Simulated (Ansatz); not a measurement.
# BH4: the cost of one run

Program: Ansatz 0.2.0. Level of theory: UKS PBE0-D4/def2-SVP. These are calculated values, not measurements.

### Step 1. The structure to begin with

Bond lengths: B1–H3 1.190 Å, B1–H4 1.190 Å. Angles: H3–B1–H4 120.0°.

As a file:

```xyz
5

B     0.0000    0.0000    0.0000
H     0.0000    0.0000    1.4400
H     1.0305    0.0000   -0.5950
H    -1.0305    0.0000   -0.5950
H     0.0000    0.0000    2.4000
```

### Step 2. A restrained relaxation towards end A

Springs on the bonds that form and break draw the guess towards this end; the thresholds are loose.

input.yaml reads:

```yaml
crystal:
  periodic: [false, false, false]
  atoms:
    - { symbol: B, position_ang: [0.0, 0.0, 0.0] }
    - { symbol: H, position_ang: [0.0, 0.0, 1.44] }
    - { symbol: H, position_ang: [1.0305, 0.0, -0.595] }
    - { symbol: H, position_ang: [-1.0305, 0.0, -0.595] }
    - { symbol: H, position_ang: [0.0, 0.0, 2.4] }
magnetization:
  spin_polarized: true
  initial_magnetization: 1
basis:
  gaussian: { orbitals: def2-SVP }
hamiltonian:
  xc: pbe0
  dispersion: d4
relax:
  f_tol: 0.15
  max_steps: 25
  restrain:
    - { distance: [1, 4], at: 1.86, k: 30.0 }
    - { distance: [0, 1], at: 1.19, k: 30.0 }
```

Launch:

```
> ansatz run input.yaml --threads 1 --pin off --max-ram 2048MiB --backend cpu --events-out ev --progress --plain --runs-dir out
```

**Question.** How long does this run take on 1 thread of Arm Neoverse V1, shared host, and how much memory does it need?

About 3.8 s, with a peak of 0.09 GiB.
